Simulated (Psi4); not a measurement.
# UCCSD/6-311+G(d,p) (Cholesky decomposition, cholesky tolerance 0.001, sweep point 6) run of [O2]− (SMILES [O][O-])

Aim: the vertical doublet–quartet gap of [O2]− at UCCSD/6-311+G** (Cholesky decomposition, cholesky tolerance 0.001, sweep point 6), from 2 runs. 

The calculation is run with Psi4 1.11.

2 further runs of the same task are left out: 2 set aside as unsound or not needed.

## (1) The system as given

[O2]−: 2 atoms, total charge -1, spin state doublet. SMILES: `[O][O-]`. The coordinates come from a GFN2-xTB relaxation.

Bond lengths: O1–O2 1.341 Å.

## (2) A single-point energy at UCCSD/6-311+G(d,p) (Cholesky decomposition, cholesky tolerance 0.001, sweep point 6)

The input, calc.inp:

```
memory 1600 MB

molecule {
  -1 2
  O      0.000000     0.000000     0.000000
  O      0.000000     0.000000     1.341480
  symmetry c1
}

set {
  reference uhf
  puream true
  scf_type cd
  num_frozen_docc 2
  cholesky_tolerance 0.001
  maxiter 150
}

E, wfn = energy('ccsd/6-311+G**', return_wfn=True)
```

Started as:

```sh
$ psi4 calc.inp calc.out -n 1
```

calc.out:

```text
[...]
  Running in c1 symmetry.
[...]
  Nuclear repulsion =   25.246251515400900
[...]
  Multiplicity = 2
[...]
  Nalpha       = 9
  Nbeta        = 8
[...]
    Number of basis functions: 44
[...]
   @UHF iter   1:  -149.57920624125603   -1.03753e+00   7.40196e-03 DIIS/ADIIS
[...]
   @UHF iter  17:  -149.63333688496959   -9.37916e-13   4.58460e-09 DIIS
[...]
   @S^2 Observed:                7.888313786E-01
[...]
    Orbital Energies [Eh]
    ---------------------
    Alpha Occupied:
       1A    -20.323433     2A    -20.322868     3A     -1.192379
       4A     -0.814043     5A     -0.395040     6A     -0.340415
       7A     -0.316908     8A     -0.183955     9A     -0.124158
    Alpha Virtual:
      10A      0.373005    11A      0.410294    12A      0.445342
      13A      0.453869    14A      0.492030    15A      0.499027
      16A      0.530727    17A      0.650578    18A      0.712580
      19A      1.479229    20A      1.507268    21A      1.512738
      22A      1.529827    23A      1.542510    24A      1.571880
      25A      1.837840    26A      2.077680    27A      3.049415
[...]
  @UHF Final Energy:  -149.63333688496959
   => Energetics <=
    Nuclear Repulsion Energy =             25.2462515154008997
    One-Electron Energy =                -262.5104144169944220
    Two-Electron Energy =                  87.6308260166239279
    Total Energy =                       -149.6333368849695944
  UHF NO Occupations:
  HONO-2 :    7  A 1.9988216
  HONO-1 :    8  A 1.9833002
[...]
 Multipole Moments:
 ------------------------------------------------------------------------------------
     Multipole            Electronic (a.u.)      Nuclear  (a.u.)        Total (a.u.)
 ------------------------------------------------------------------------------------
 L = 1.  Multiply by 2.5417464519 to convert [e a0] to [Debye]
 Dipole X            :         -0.0000000            0.0000000           -0.0000000
 Dipole Y            :          0.0000000            0.0000000            0.0000000
 Dipole Z            :         -0.0028977            0.0000000           -0.0028977
 Magnitude           :                                                    0.0028977
[...]
      * MP2 total energy                      = -150.027943938179902
[...]
      * CCSD total energy                     = -150.031062360241521
[...]
```

It took 5.1 s on 1 thread of Intel Xeon Gold 6455B (Sapphire Rapids), shared host; peak memory 0.22 GiB.

## (3) The quartet, same level

The input, input.inp:

```
memory 1600 MB

molecule {
  -1 4
  O      0.000000     0.000000     0.000000
  O      0.000000     0.000000     1.341480
  symmetry c1
}

set globals {
  reference uhf
  puream true
  scf_type cd
  num_frozen_docc 2
  cholesky_tolerance 0.001
  maxiter 150
}

e_tot = energy("ccsd/6-311+G**")
print_variables()
```

Started as:

```sh
$ psi4 -n 1 input.inp input.out
```

input.out:

```text
[...]
  Running in c1 symmetry.
[...]
  Nuclear repulsion =   25.246251515400900
[...]
  Multiplicity = 4
[...]
  Nalpha       = 10
  Nbeta        = 7
[...]
    Number of basis functions: 44
[...]
   @UHF iter   1:  -149.40550796920073   -8.63835e-01   6.87139e-03 ADIIS/DIIS
[...]
   @UHF iter  19:  -149.47538601388550   -1.02318e-12   5.43865e-09 DIIS
[...]
   @S^2 Observed:                3.830951834E+00
[...]
    Orbital Energies [Eh]
    ---------------------
    Alpha Occupied:
       1A    -20.478809     2A    -20.478299     3A     -1.370146
       4A     -0.990648     5A     -0.531096     6A     -0.531096
       7A     -0.471188     8A     -0.329591     9A     -0.329591
      10A      0.125063
    Alpha Virtual:
      11A      0.349038    12A      0.406866    13A      0.406866
      14A      0.460270    15A      0.460270    16A      0.479406
      17A      0.480389    18A      0.625954    19A      1.384108
      20A      1.384108    21A      1.417547    22A      1.452326
      23A      1.456952    24A      1.456952    25A      1.722905
[...]
  @UHF Final Energy:  -149.47538601388550
   => Energetics <=
    Nuclear Repulsion Energy =             25.2462515154008997
    One-Electron Energy =                -260.4873195635074126
    Two-Electron Energy =                  85.7656820342210295
    Total Energy =                       -149.4753860138854975
  UHF NO Occupations:
  HONO-2 :    8  A 1.0000000
  HONO-1 :    9  A 1.0000000
[...]
 Multipole Moments:
 ------------------------------------------------------------------------------------
     Multipole            Electronic (a.u.)      Nuclear  (a.u.)        Total (a.u.)
 ------------------------------------------------------------------------------------
 L = 1.  Multiply by 2.5417464519 to convert [e a0] to [Debye]
 Dipole X            :         -0.0000000            0.0000000           -0.0000000
 Dipole Y            :         -0.0000000            0.0000000           -0.0000000
 Dipole Z            :          0.0069094            0.0000000            0.0069094
 Magnitude           :                                                    0.0069094
[...]
      * MP2 total energy                      = -149.886840921093352
[...]
      * CCSD total energy                     = -149.880996130151203
[...]
```

It took 6 s on 1 thread of Intel Xeon Gold 6455B (Sapphire Rapids), shared host; peak memory 0.23 GiB.

## (4) What came out

Level: UCCSD/6-311+G** (Cholesky decomposition, cholesky tolerance 0.001, sweep point 6), 2 core orbitals frozen.

```
                                                           quantity          value
                                              doublet: total energy  -150.03106 Eh
doublet: HOMO energy (Hartree–Fock orbitals) (highest over α and β)       -2.37 eV
 doublet: LUMO energy (Hartree–Fock orbitals) (lowest over α and β)       10.15 eV
               doublet: correlation energy (2 core orbitals frozen)     -399.2 mEh
                         doublet: ⟨S²⟩ of the reference determinant          0.789
                                             doublet: T1 diagnostic          0.034
                                              quartet: total energy  -149.88100 Eh
quartet: HOMO energy (Hartree–Fock orbitals) (highest over α and β)        3.40 eV
 quartet: LUMO energy (Hartree–Fock orbitals) (lowest over α and β)        8.56 eV
               quartet: correlation energy (2 core orbitals frozen)     -406.8 mEh
                         quartet: ⟨S²⟩ of the reference determinant          3.831
                                             quartet: T1 diagnostic          0.038
                   vertical energy of the quartet above the doublet       4.084 eV
```

**Reading.** At this shape the quartet lies 4.08 eV (94 kcal/mol) above the doublet. For an anion a state so high probably lies above electron detachment. The HOMO (quartet) lies at positive energy, 3.40 eV: the electron is unbound at this level or held by a compact basis; values depend on the basis.
